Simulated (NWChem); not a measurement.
System: chloromethane (CH3Cl); SMILES CCl

Parts of the log:

```
             Northwest Computational Chemistry Package (NWChem) 7.3.0
             --------------------------------------------------------

                             Geometry "geometry" -> ""
                             -------------------------

 Output coordinates in angstroms (scale by  1.889725989 to convert to a.u.)

  No.       Tag          Charge          X              Y              Z
 ---- ---------------- ---------- -------------- -------------- --------------
    1 C                    6.0000     0.00000000     0.00000000    -1.11090600
    2 Cl                  17.0000     0.00000000     0.00000000     0.66441700
    3 H                    1.0000     0.73298100     0.73298100    -1.47012500
    4 H                    1.0000     0.26829000    -1.00127000    -1.47012500
    5 H                    1.0000    -1.00127000     0.26829000    -1.47012500

 Effective nuclear repulsion energy (a.u.)      51.3434382480

  util_pr load raman

                                  Raman Analysis
                                  --------------

[second-derivative integrals and response iterations left out]

  Vibrational analysis via the FX method

  See chapter 2 in "Molecular Vibrations" by Wilson, Decius and Cross

  Vib: Default input used

 ---------------------------- Atom information ----------------------------
     atom    #        X              Y              Z            mass
 --------------------------------------------------------------------------
    C        1  0.0000000D+00  0.0000000D+00 -2.0993079D+00  1.2000000D+01
    Cl       2  0.0000000D+00  0.0000000D+00  1.2555661D+00  3.4968850D+01
    H        3  1.3851332D+00  1.3851332D+00 -2.7781334D+00  1.0078250D+00
    H        4  5.0699459D-01 -1.8921259D+00 -2.7781334D+00  1.0078250D+00
    H        5 -1.8921259D+00  5.0699459D-01 -2.7781334D+00  1.0078250D+00
 --------------------------------------------------------------------------

[unprojected Hessian and modes left out]

        Vibrational analysis via the FX method
  --- with translations and rotations projected out ---
  --- via the Eckart algorithm                      ---
 Projected Nuclear Hessian trans-rot subspace norm:1.9828D-33
                         (should be close to zero!)

[projected Hessian left out]

 Rotational Constants
 --------------------
 A=   5.188939 cm-1  (  7.465559 K)
 B=   0.445862 cm-1  (  0.641482 K)
 C=   0.445862 cm-1  (  0.641482 K)

 Temperature                      =   298.15K
 frequency scaling parameter      =   1.0000

 Zero-Point correction to Energy  =   23.688 kcal/mol  (  0.037750 au)
 Thermal correction to Energy     =   25.577 kcal/mol  (  0.040759 au)
 Thermal correction to Enthalpy   =   26.169 kcal/mol  (  0.041703 au)

 Total Entropy                    =   58.072 cal/mol-K
   - Translational                =   37.635 cal/mol-K (mol. weight =  49.9923)
   - Rotational                   =   19.978 cal/mol-K (symmetry #  =        1)
   - Vibrational                  =    0.460 cal/mol-K

 Cv (constant volume heat capacity) =    7.677 cal/mol-K
   - Translational                  =    2.979 cal/mol-K
   - Rotational                     =    2.979 cal/mol-K
   - Vibrational                    =    1.718 cal/mol-K

[normal modes left out]

 ----------------------------------------------------------------------------
 Normal Eigenvalue ||           Projected Infra Red Intensities
  Mode   [cm**-1]  || [atomic units] [(debye/angs)**2] [(KM/mol)] [arbitrary]
 ------ ---------- || -------------- ----------------- ---------- -----------
    1       -0.000 ||    0.002760           0.064         2.691       4.352
    2        0.000 ||    0.001153           0.027         1.124       1.817
    3        0.000 ||    0.001191           0.027         1.161       1.878
    4        0.000 ||    0.000001           0.000         0.001       0.002
    5        0.000 ||    0.000971           0.022         0.946       1.531
    6        0.000 ||    0.001929           0.045         1.881       3.042
    7      765.393 ||    0.023858           0.550        23.258      37.620
    8     1018.358 ||    0.003988           0.092         3.888       6.289
    9     1018.364 ||    0.003988           0.092         3.887       6.288
   10     1365.314 ||    0.010758           0.248        10.488      16.964
   11     1456.148 ||    0.008463           0.195         8.250      13.344
   12     1456.150 ||    0.008463           0.195         8.250      13.344
   13     3083.891 ||    0.020436           0.471        19.922      32.224
   14     3207.288 ||    0.003584           0.083         3.494       5.651
   15     3207.298 ||    0.003585           0.083         3.495       5.653
 ----------------------------------------------------------------------------

(mode_ini,mode_end)=(    1,    9)
 task_raman_doit:                no rminfo found
(begin,last,steps)=(   7,  15,   2)
  dal ramantype                     1
 ENTER raman default
Generating fname_raman3=./job.raman_0007-0015
(ii,rminfo(ii,1))=(    7,     0.00000000)
 ramanpolfile=./job.ramanpol_0001-1
 ramanpol_read: failed to open ./job.ramanpol_0001-1
[response runs at displaced geometries left out]
 Showing rminfo:
(start,last,rmmodes,nfreq,plot,width)=(   1,  15,   9,   1,normal          ,    20.00000000)
rminfo(   1)=(   765.39265391,    13.29647199,     0.00000000,    13.29647199)
rminfo(   2)=(  1018.35833406,     6.32255031,     0.00000000,     6.32255031)
rminfo(   3)=(  1018.36395008,     6.32060550,     0.00000000,     6.32060550)
rminfo(   4)=(  1365.31372926,     3.55974513,     0.00000000,     3.55974513)
rminfo(   5)=(  1456.14818757,    17.01685713,     0.00000000,    17.01685713)
rminfo(   6)=(  1456.15040669,    17.01655602,     0.00000000,    17.01655602)
rminfo(   7)=(  3083.89091060,   148.31274304,     0.00000000,   148.31274304)
rminfo(   8)=(  3207.28774336,    72.64430465,     0.00000000,    72.64430465)
rminfo(   9)=(  3207.29798206,    72.62814560,     0.00000000,    72.62814560)

 Raman scattering data written to ./job.normal
```

Level: PBE0/def2-SVP. Geometry: optimised at PBE0/def2-SVP. The printed entropy takes a lower symmetry number than the molecule has.

Problem. Which NWChem input produces such a log?

Solution. This is not unique; one that fits is the input that was run:
```
start job
memory heap 200 mb stack 900 mb global 1100 mb
geometry units angstroms noautosym nocenter noautoz
  C      0.000000     0.000000    -1.110906
  Cl     0.000000     0.000000     0.664417
  H      0.732981     0.732981    -1.470125
  H      0.268290    -1.001270    -1.470125
  H     -1.001270     0.268290    -1.470125
end
basis spherical
  * library def2-svp
end
dft
  xc pbe0
  iterations 150
end
property
  response 1 0.0856
end
raman
  normal
  lorentzian
end
task dft raman
```
